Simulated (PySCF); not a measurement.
# SiH from Hartree–Fock to correlated methods

State: ²Π (doublet), unpaired electrons π ↑. Set-up: basis Si pcseg-2, H pcseg-2; no relativity; PySCF 2.14. De refers to Si + H in their high-spin ground configurations, without counterpoise correction. The functionals are run spin-unrestricted. A positive dipole means Si(−)H(+).

```json
{"Level": "UHF", "Re (Å)": "1.513", "ωe (cm⁻¹)": "2133", "De (eV)": "2.25", "μ (D)": "0.32"}
{"Level": "UHF-MP2", "Re (Å)": "1.513", "ωe (cm⁻¹)": "2121", "De (eV)": "2.96", "μ (D)": "n/a"}
{"Level": "UHF-SCS-MP2", "Re (Å)": "1.513", "ωe (cm⁻¹)": "2112", "De (eV)": "3.09", "μ (D)": "n/a"}
{"Level": "UHF-CCSD", "Re (Å)": "1.518", "ωe (cm⁻¹)": "2078", "De (eV)": "3.13", "μ (D)": "n/a"}
{"Level": "UHF-CCSD(T)", "Re (Å)": "1.519", "ωe (cm⁻¹)": "2068", "De (eV)": "3.15", "μ (D)": "n/a"}
{"Level": "PBE", "Re (Å)": "1.546", "ωe (cm⁻¹)": "1945", "De (eV)": "3.10", "μ (D)": "0.17"}
{"Level": "revPBE", "Re (Å)": "1.548", "ωe (cm⁻¹)": "1942", "De (eV)": "3.06", "μ (D)": "0.17"}
{"Level": "r²SCAN", "Re (Å)": "1.530", "ωe (cm⁻¹)": "2017", "De (eV)": "3.11", "μ (D)": "0.27"}
{"Level": "TPSSh", "Re (Å)": "1.528", "ωe (cm⁻¹)": "2034", "De (eV)": "3.28", "μ (D)": "0.25"}
{"Level": "PBE0", "Re (Å)": "1.532", "ωe (cm⁻¹)": "2022", "De (eV)": "3.07", "μ (D)": "0.23"}
{"Level": "BHandHLYP", "Re (Å)": "1.516", "ωe (cm⁻¹)": "2083", "De (eV)": "3.17", "μ (D)": "0.21"}
```

The bond length runs from 1.513 Å (UHF-MP2) to 1.548 Å (revPBE). De spans 2.25 eV (UHF, mean field) to 3.28 eV (TPSSh, hybrid meta-GGA). Correlation at CCSD(T) changes the Hartree–Fock bond energy by +0.90 eV; the triples alone change it by +0.02 eV.

Correlated steps freeze 5 core orbitals. The state is the lowest determinant that a PBE0 search found; another state may lie lower at other levels.

The whole job (state search and all levels along the bond) took about 1.1 min on 1 thread of Arm Neoverse V1 (shared host), peak memory 0.59 GiB.
